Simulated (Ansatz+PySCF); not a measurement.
**singlet LiF: levels of theory in one basis**

```xyz
2

Li    0.0000    0.0000   -1.1490
F     0.0000    0.0000    0.3830
```

Basis set: def2-SVP (spherical functions). Correlated methods keep 1 orbital frozen. Charge 0, multiplicity 1.

Computed with Ansatz (development build ahead of 0.2.0); each method stands on the lowest determinant of its kind that the runs found. NEVPT2 correlates all electrons. Active spaces start from the frontier orbitals, and the lowest solution found is given.

| method | E − E(RHF) (eV) | <S²> of the determinant |
| --- | --- | --- |
| RHF | 0.00 | 0.00 |
| RHF-MP2 | -5.56 | – |
| RHF-CCSD | -5.60 | – |
| RHF-CCSD(T) | -5.65 | – |
| CASSCF(6,6) | -2.53 | – |
| CASSCF(2,2) | -0.39 | – |
| SC-NEVPT2(2,2) | -5.59 | – |

Problem. What does SC-NEVPT2(6,6) give on the same scale?

Solution. -5.31 eV. NEVPT2 here correlates all electrons, so it doesn't share the others' frozen core.

Problem. Is a single determinant a sound starting point here?

Solution. By this sign, yes. Unrestricted orbitals gain 0.00 eV and <S²> is 0.00 against 0.00 for a pure state. The CASSCF(6,6) natural occupations are 1.98, 1.98, 1.98, 0.02, 0.02, 0.02. The CASSCF(2,2) natural occupations are 1.99, 0.01.

Caution for CASSCF(2,2): other starts end on other solutions of this active space.
